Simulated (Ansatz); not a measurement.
# CH7NSi: the cost of one run

Computed with Ansatz 0.2.0, Gaussian basis. Level: PBE0-D4/def2-TZVP structures, single points in def2-TZVPP, no counterpoise correction.

Levels: SPW92, PBE-D4, BLYP-D4, r2SCAN-D4, B97M-V, PBE0-D4, B3LYP-D4, r2SCAN0-D4, BHLYP-D4, CAM-B3LYP-D4, wB97X-V, wB97M-V, B2PLYP, PBE-QIDH, RPA on PBE, Hartree-Fock, MP2, CCSD, CCSD(T).

Correlated methods freeze the cores. B3LYP uses VWN-RPA correlation. B2PLYP carries no dispersion term here.

94 further runs of the same task are left out: 94 set aside as unsound or not needed.

### 1 Starting geometry

The complex: 12 atoms, charge 0, spin multiplicity 1.

Atoms are counted from 1 here; the program's logs count them from 0.

Bond lengths: Si1–H3 1.490 Å, Si1–H4 1.489 Å, Si1–N5 1.721 Å, Si1–C7 1.871 Å, H2–H6 0.746 Å, N5–H8 1.007 Å, N5–H9 1.007 Å, C7–H10 1.094 Å, C7–H11 1.093 Å, C7–H12 1.093 Å. Angles: H3–Si1–H4 109.7°, H3–Si1–N5 106.8°, H3–Si1–C7 108.4°, H4–Si1–N5 106.9°, H4–Si1–C7 108.5°, N5–Si1–C7 116.4°, Si1–N5–H8 120.7°, Si1–N5–H9 120.7°, H8–N5–H9 111.1°, Si1–C7–H10 110.5°, Si1–C7–H11 111.1°, Si1–C7–H12 111.1°, H10–C7–H11 108.0°, H10–C7–H12 108.0°, H11–C7–H12 108.0°.

Geometry (Å):

```mol
CH9NSi
  3D, bonds by distance, orders not assigned

 12 10  0  0  0  0  0  0  0  0999 V2000
    0.3998    0.1146   -0.4272 Si  0  0
    0.4592   -2.8662    1.1862 H   0  0
    0.1303   -1.2332   -1.0011 H   0  0
    1.6933    0.0970    0.3096 H   0  0
    0.5948    1.1918   -1.7547 N   0  0
    0.5085   -2.9515    1.9261 H   0  0
   -0.9672    0.5241    0.7828 C   0  0
   -0.0696    1.2012   -2.5109 H   0  0
    1.0060    2.1010   -1.6224 H   0  0
   -1.0070   -0.2207    1.5831 H   0  0
   -1.9414    0.5386    0.2871 H   0  0
   -0.8067    1.5034    1.2414 H   0  0
  1  3  8  0
  1  4  8  0
  1  5  8  0
  1  7  8  0
  2  6  8  0
  5  8  8  0
  5  9  8  0
  7 10  8  0
  7 11  8  0
  7 12  8  0
M  END
```

Its parts: CH₇NSi holds atoms 1, 3, 4, 5, 7, 8, 9, 10, 11, 12; H₂ holds atoms 2, 6. Each part counts its atoms afresh in its own runs.

### 2 Relaxing CH₇NSi alone

Input file relax-a/in.yaml:

```yaml
crystal:
  periodic: [false, false, false]
  atoms:
    - {symbol: Si, position_ang: [0.399822, 0.114608, -0.427152]}
    - {symbol: H, position_ang: [0.130317, -1.233194, -1.001106]}
    - {symbol: H, position_ang: [1.693251, 0.097001, 0.309625]}
    - {symbol: N, position_ang: [0.594810, 1.191809, -1.754718]}
    - {symbol: C, position_ang: [-0.967196, 0.524104, 0.782841]}
    - {symbol: H, position_ang: [-0.069643, 1.201188, -2.510854]}
    - {symbol: H, position_ang: [1.006047, 2.101014, -1.622361]}
    - {symbol: H, position_ang: [-1.007045, -0.220716, 1.583057]}
    - {symbol: H, position_ang: [-1.941414, 0.538572, 0.287064]}
    - {symbol: H, position_ang: [-0.806653, 1.503397, 1.241423]}
basis:
  gaussian: {orbitals: def2-TZVP}
hamiltonian: {xc: pbe0, dispersion: d4}
relax: {f_tol: 0.005, max_steps: 200}
```

Launch:

```bash
ansatz run in.yaml --threads 4 --pin off --events-out ev --progress --plain --max-ram 9574MiB
```

**Question.** How long does this run take on 4 threads of Arm Neoverse V2, shared host?

About 3 s.
